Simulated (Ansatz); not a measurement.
Rhombohedral A7 Sb: elastic constant C13 by level of theory

No measured value is used here.

```tsv
level (code)	value (GPa)	cell (Å³/atom)
LDA (Ansatz)	?	29.13
PBE (Ansatz)	19.6	31.86
PBEsol (Ansatz)	27.6	29.79
HSE06 (Ansatz)	23.1	31.05
```

Some entries are withheld; supply them.


- LDA (Ansatz, a program for electronic structure), value (GPa): 29.8

LDA: LDA has no dispersion term either, though it tends to give short spacings of layers, chains or molecules. PBE, PBEsol, HSE06: the cell comes from a level without a dispersion term, which matters for the spacing of layers, chains or molecules. HSE06: hybrids on metals are sensitive to the k mesh. HSE06: the run warned that the count of filled bands differs between k points. Each level is taken at its own relaxed cell. K meshes differ between the levels. Ansatz's density-functional and Hartree–Fock values are scalar-relativistic unless marked +SOC, with PAW data made under PBE.
